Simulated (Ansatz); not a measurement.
Input file:

```yaml
crystal:
  periodic: [false, false, false]
  atoms:
    - {symbol: H, position_ang: [-2.675503, 0.000000, -0.000001]}
    - {symbol: H, position_ang: [-1.930503, 0.000000, -0.000001]}
    - {symbol: Si, position_ang: [0.105497, 0.000000, 0.000000]}
    - {symbol: H, position_ang: [0.555471, -1.416253, 0.000000]}
    - {symbol: H, position_ang: [0.555471, 0.708126, -1.226511]}
    - {symbol: H, position_ang: [0.555470, 0.708127, 1.226511]}
basis:
  gaussian: {orbitals: cc-pVDZ}
magnetization: {spin_polarized: false, initial_magnetization: 1}
correlation: {method: fic_mrcisd_q, electrons: outside_noble_gas, active_space: {window: {electrons: 9, orbitals: 9}, shells: [{species: H, l: s, shell: 1}, {species: Si, l: s, shell: 3}, {species: Si, l: p, shell: 3}]}}
```

```sh
$ ansatz run in.yaml --threads 1 --pin off --events-out ev --progress --plain --max-ram 4096MiB --backend cpu
```

Output:

```
777 factors; integrals over basis functions are off by at most 2.0e-7 eV
mean field evaluation 1: about -7937.6007 eV, gradient 9.5e0 eV
mean field evaluation 2: about -7937.6018 eV, gradient 9.5e0 eV
mean field evaluation 4: about -7938.3027 eV, gradient 4.7e-1 eV
mean field evaluation 8: about -7938.3066 eV, gradient 4.1e-4 eV
mean field -7938.30660904 eV, -291.7273871049 hartree, gradient 2.1e-6 eV, S^2 0.750000; 0 other end points of the search recorded, 0 dependent functions left out
reference -7938.30660904 eV, -291.7273871049 hartree; 10, 9 occupied and 33, 34 virtual orbitals, 777 factors
state -7939.99352596 eV, -291.7893801580 hartree
contracted CI cycle   1: correlation 0.00000000 eV, 0.0000000000 hartree, residual 1.30e1 eV
contracted CI cycle   2: correlation -2.59089211 eV, -0.0952135287 hartree, residual 2.71e0 eV
contracted CI cycle   3: correlation -2.70550267 eV, -0.0994253891 hartree, residual 5.99e-1 eV
contracted CI cycle   4: correlation -2.71106432 eV, -0.0996297760 hartree, residual 1.33e-1 eV
contracted CI cycle   5: correlation -2.71133245 eV, -0.0996396297 hartree, residual 3.09e-2 eV
contracted CI cycle   6: correlation -2.71134701 eV, -0.0996401648 hartree, residual 7.36e-3 eV
contracted CI cycle   7: correlation -2.71134783 eV, -0.0996401950 hartree, residual 1.80e-3 eV
contracted CI cycle   8: correlation -2.71134788 eV, -0.0996401968 hartree, residual 4.76e-4 eV
state -7939.99352596 eV, -291.7893801580 hartree; corrected -7942.84525894 eV, -291.8941794121 hartree
Total energy: -7942.84525894 eV, -291.8941794121 hartree
Checks for a lower state left out: starts, orbital_swaps
```

Natural occupations: 1.9852 1.9771 1.9749 1.9749 1.0015 0.0276 0.0216 0.0186 0.0186.

For the same geometry and basis RCCSDTQ lies 15.8 meV lower.

Ran on 1 thread of AMD EPYC 7R13, shared host: 6.5 s wall, 0.38 GiB peak host memory.
